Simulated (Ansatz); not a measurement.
# Ligand exchange: NH3 + C2H6S → H2S + C2H7N

Species: NH3 (ammonia) `N`, singlet; C2H6S (ethanethiol) `CCS`, singlet; H2S (hydrogen sulfide) `S`, singlet; C2H7N (ethanamine) `CCN`, singlet. The partners trade NH2 for SH: H–NH2 and C–SH bonds give way to H–SH and C–NH2.

Shapes, held fixed at every level: PBE0-D4/def2-TZVP. Flexible molecules stand in one conformer, not always the lowest. Programs: Ansatz 0.2.0. The zero-point and thermal change to 298 K, harmonic and unscaled (PBE0-D4/def2-TZVP), is -4.3 kJ/mol.

**What was measured.** Tabulated heats of formation (Active Thermochemical Tables, CRC Handbook of Chemistry and Physics, NIST-JANAF tables): NH3 -45.6 (ATcT); C2H6S -46.1 (CRC); H2S -20.5 (JANAF); C2H7N -47.5 (CRC) kJ/mol, which give ΔH(298 K) = +23.7 kJ/mol.

| level | kind | ΔH (kJ/mol) | computed − measured |
| --- | --- | --- | --- |
| HF/def2-TZVPP | Hartree–Fock | +13.2 | -10.5 |
| r2SCAN-D4/def2-TZVPP | meta-GGA | +21.7 | -2.0 |
| BHLYP-D4/def2-TZVPP | global hybrid | +18.8 | -4.8 |
| PBE0-D4/def2-TZVPP | global hybrid | +21.2 | -2.5 |
| wB97M-V/def2-TZVPP | range-separated hybrid | +20.2 | -3.4 |
| MP2/def2-TZVPP | perturbation theory | +24.6 | +0.9 |
| CCSD/def2-SVP | coupled cluster or CI | +2.7 | -20.9 |
| CCSD(T)/CBS estimate | coupled cluster or CI | +23.0 | -0.7 |

Nearest: CCSD(T)/CBS estimate (-0.7); farthest: CCSD/def2-SVP (-20.9). 6 of 8 levels lie within 10 kJ/mol. The CBS estimate extrapolates MP2 from def2-TZVPP and def2-QZVPP and adds CCSD(T) − MP2 in the triple-zeta set, cores frozen.
